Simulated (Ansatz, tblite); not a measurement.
# H2S3: spin states and exact exchange

Is the singlet the ground state of H2S3? Other spin states are computed and compared level by level.

Computed with Ansatz 0.2.0, Gaussian basis. Level: as each input shows.

The runs, in order: triplet, at the geometry of the singlet (GFN1-xTB, GFN2-xTB, PBE0-D4/def2-TZVP, PBE-D4/def2-TZVP, r2SCAN-D4/def2-TZVP); the singlet's energies come from earlier runs.

## 1. The structure

The singlet was relaxed beforehand with r2SCAN-D4/def2-TZVP.

5 atoms, charge 0, spin multiplicity 1.

Bond lengths: S1–S2 2.057 Å, S1–H4 1.349 Å, S2–S3 2.057 Å, S3–H5 1.349 Å. Angles: S2–S1–H4 98.5°, S1–S2–S3 108.6°, S2–S3–H5 98.5°.

## 2. Triplet at the fixed geometry, GFN1-xTB

Tight binding, by tblite at 300 K electronic temperature and without a spin-polarisation term:

```python
tblite.interface.Calculator('GFN1-xTB', numbers, positions, charge=0, uhf=2).singlepoint()
```

Energy -326.8869 eV; 0.014 s.

## 3. Triplet at the fixed geometry, GFN2-xTB

Tight binding, by tblite at 300 K electronic temperature and without a spin-polarisation term:

```python
tblite.interface.Calculator('GFN2-xTB', numbers, positions, charge=0, uhf=2).singlepoint()
```

Energy -289.8013 eV; 0.012 s.

## 4. Triplet at the fixed geometry, PBE0-D4/def2-TZVP

in.yaml reads:

```yaml
crystal:
  periodic: [false, false, false]
  atoms:
    - {symbol: S, position_ang: [0.621346, 0.172261, 1.549076]}
    - {symbol: S, position_ang: [0.183376, 0.979499, -0.291107]}
    - {symbol: S, position_ang: [-0.678588, -0.477833, -1.458495]}
    - {symbol: H, position_ang: [1.830950, -0.348293, 1.256525]}
    - {symbol: H, position_ang: [-1.957084, -0.325635, -1.056009]}
basis:
  gaussian: {orbitals: def2-TZVP}
magnetization: {spin_polarized: true, initial_magnetization: 2}
hamiltonian: {xc: pbe0, dispersion: d4}
scf: {omitted_lower_state_checks: [starts]}
output: {orbitals: {seedname: orbitals}}
```

Launch:

```
$ ansatz run in.yaml --threads 4 --pin off --events-out ev --progress --plain --max-ram 3916MiB
```

Output:

```text
Functional definition: PBE0
  name "PBE0"
  cite "Adamo & Barone, J. Chem. Phys. 110, 6158 (1999) doi:10.1063/1.478522"
  cite "Perdew, Burke & Ernzerhof, Phys. Rev. Lett. 77, 3865 (1996) doi:10.1103/PhysRevLett.77.3865"
  parent pbe
  parameter a = 0.25
  parameter kappa = 0.804
  parameter beta = 0.06672455060314922
  exchange = (1 - a)*pbe_x(kappa = kappa, mu = beta*pi^2/3) + a*exact_x
  correlation = pbe_c(beta = beta)
these checks for a lower state are left out or cut short: starts
901 factors; their error is unknown
mean field evaluation 1: about -32523.7573 eV, gradient 1.3e1 eV
mean field evaluation 2: about -32522.0319 eV, gradient 2.3e1 eV
mean field evaluation 4: about -32524.7450 eV, gradient 1.0e0 eV
mean field evaluation 8: about -32524.7552 eV, gradient 1.3e-1 eV
mean field evaluation 16: about -32524.8303 eV, gradient 2.5e-2 eV
mean field evaluation 32: about -32524.8305 eV, gradient 2.7e-5 eV
mean field -32524.83045480 eV, -1195.2654730919 hartree, gradient 1.1e-5 eV, S^2 2.010543; 0 other end points of the search recorded, 0 dependent functions left out
reference -32524.83047722 eV, -1195.2654739158 hartree; 26, 24 occupied and 97, 99 virtual orbitals, 901 factors
Total energy: -32524.94801180 eV, -1195.2697932320 hartree
Checks for a lower state left out: starts
```

Run time: 9.5 s. Hardware: 4 threads of Intel Xeon at 2.50GHz, shared host.

Report: HOMO -3.71 eV, LUMO -5.30 eV (over both spins; with the spin held, an empty level of the minority spin lies below the top filled one); ⟨S²⟩ 2.011 (pure: 2.00).

## 5. Triplet at the fixed geometry, PBE-D4/def2-TZVP

start.molden holds the orbitals of an earlier run on this state, given as this run's starting guess.

Changes to in.yaml since step 4:

```diff
@@ -9,5 +9,5 @@
 basis:
-  gaussian: {orbitals: def2-TZVP}
+  gaussian: {orbitals: def2-TZVP, initial_orbitals: start.molden}
 magnetization: {spin_polarized: true, initial_magnetization: 2}
-hamiltonian: {xc: pbe0, dispersion: d4}
+hamiltonian: {xc: pbe, dispersion: d4}
 scf: {omitted_lower_state_checks: [starts]}
```

Same command.

Output:

```text
Functional definition: PBE
  name "PBE"
  cite "Perdew, Burke & Ernzerhof, Phys. Rev. Lett. 77, 3865 (1996) doi:10.1103/PhysRevLett.77.3865"
  parent pbe
  parameter kappa = 0.804
  parameter beta = 0.06672455060314922
  exchange = pbe_x(kappa = kappa, mu = beta*pi^2/3)
  correlation = pbe_c(beta = beta)
these checks for a lower state are left out or cut short: starts
871 factors; their error is unknown
mean field evaluation 1: about -32522.4036 eV, gradient 9.0e0 eV
mean field evaluation 2: about -32522.5143 eV, gradient 2.7e-1 eV
mean field evaluation 4: about -32522.6035 eV, gradient 7.5e-2 eV
mean field evaluation 8: about -32522.5944 eV, gradient 1.1e-5 eV
mean field -32522.59436220 eV, -1195.1832982047 hartree, gradient 1.8e-5 eV, S^2 2.003337; 0 other end points of the search recorded, 0 dependent functions left out
reference -32522.59439198 eV, -1195.1832992989 hartree; 26, 24 occupied and 97, 99 virtual orbitals, 871 factors
Total energy: -32522.73369278 eV, -1195.1884185089 hartree
Checks for a lower state left out: starts
```

Wall time 3.3 s (4 threads of Intel Xeon at 2.50GHz, shared host).

From the report: HOMO -2.68 eV, LUMO -6.07 eV (over both spins; with the spin held, an empty level of the minority spin lies below the top filled one); ⟨S²⟩ 2.003 (pure: 2.00).

## 6. Triplet at the fixed geometry, r2SCAN-D4/def2-TZVP

Changes to in.yaml since step 5:

```diff
@@ -11,3 +11,3 @@
 magnetization: {spin_polarized: true, initial_magnetization: 2}
-hamiltonian: {xc: pbe, dispersion: d4}
+hamiltonian: {xc: r2scan, dispersion: d4}
 scf: {omitted_lower_state_checks: [starts]}
```

The command is unchanged.

Output, shortened:

```text
Functional definition: r2SCAN
  name "r2SCAN"
  cite "Furness, Kaplan, Ning, Perdew & Sun, J. Phys. Chem. Lett. 11, 8208 (2020) doi:10.1021/acs.jpclett.0c02405"
  cite "Furness, Kaplan, Ning, Perdew & Sun, J. Phys. Chem. Lett. 11, 9248 (2020) doi:10.1021/acs.jpclett.0c03077"
  parent r2scan
[...]
871 factors; their error is unknown
[...]
mean field -32534.05915975 eV, -1195.6046217435 hartree, gradient 2.9e-6 eV, S^2 2.008777; 0 other end points of the search recorded, 0 dependent functions left out
reference -32534.05917002 eV, -1195.6046221209 hartree; 26, 24 occupied and 97, 99 virtual orbitals, 871 factors
Total energy: -32534.08924074 eV, -1195.6057271994 hartree
Checks for a lower state left out: starts
```

Wall time 14 s (4 threads of Intel Xeon at 2.50GHz, shared host).

From the report: HOMO -2.91 eV, LUMO -6.08 eV (over both spins; with the spin held, an empty level of the minority spin lies below the top filled one); ⟨S²⟩ 2.009 (pure: 2.00).

## 7. Triplet less singlet, vertical

The singlet's energies are those of its earlier runs, whose logs aren't repeated here.

| level | triplet less singlet, vertical (eV) | time |
| --- | --- | --- |
| GFN1-xTB | +4.159 | 0.026 s |
| GFN2-xTB | +3.507 | 0.022 s |
| PBE-D4/def2-TZVP | +3.683 | 4.6 s |
| r2SCAN-D4/def2-TZVP | +3.797 | 16 s |
| PBE0-D4/def2-TZVP | +3.927 | 13 s |

Times add the two runs; a level without a time comes out of a correlated run. Tight binding without a spin term can't rank spin states.

## 8. What came out

| quantity | value |
| --- | --- |
| triplet less singlet, vertical, functionals in def2-TZVP | +3.683 (PBE-D4) to +3.927 eV (PBE0-D4) |

In words: All functionals put the triplet above the singlet, over a spread of 0.244 eV. The checks for a lower triplet were left out, so another state of that spin may lie lower. These are electronic energies, without zero-point motion, entropy or surroundings.
